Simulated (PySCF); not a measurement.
methylenecyclopropene, C₄H₄, SMILES C=C1C=C1, point group C2v.

Force field and properties: B3LYP/pcSseg-1 (PySCF, grid level 2). Vibrational terms come from second-order perturbation theory with semi-diagonal cubic constants, by steps of ±0.6 along the normal coordinates of each isotopologue. The parent has the commonest isotopes.

Equilibrium geometry in the parent's principal axes a, b, c (Å):

```csv
atom,a,b,c
C1,1.61,0.00,0.00
C2,0.28,0.00,0.00
C3,-1.00,0.66,0.00
C4,-1.00,-0.66,0.00
H5,2.17,0.93,0.00
H6,2.17,-0.93,0.00
H7,-1.57,1.57,0.00
H8,-1.57,-1.57,0.00
```

Ground-state constants (MHz). Parent: 29305.0, 7132.2, 5730.2. A species with one ¹³C: 29304.3, 7124.7, 5725.4.

Q: Which position carries the label?

A: Moments I = 505379/B are 17.2455, 70.8590, 88.1953 and 17.2459, 70.9338, 88.2701 u Å². With M = 52.0313 u and Δm = 1.0034 u, μ = MΔm/(M + Δm) = 0.9844 u. Kraitchman's equations give |a|, |b|, |c| = 0.275, 0.013, 0.014 Å. That is C2, whose equilibrium values are 0.284, 0.000, 0.000 Å.
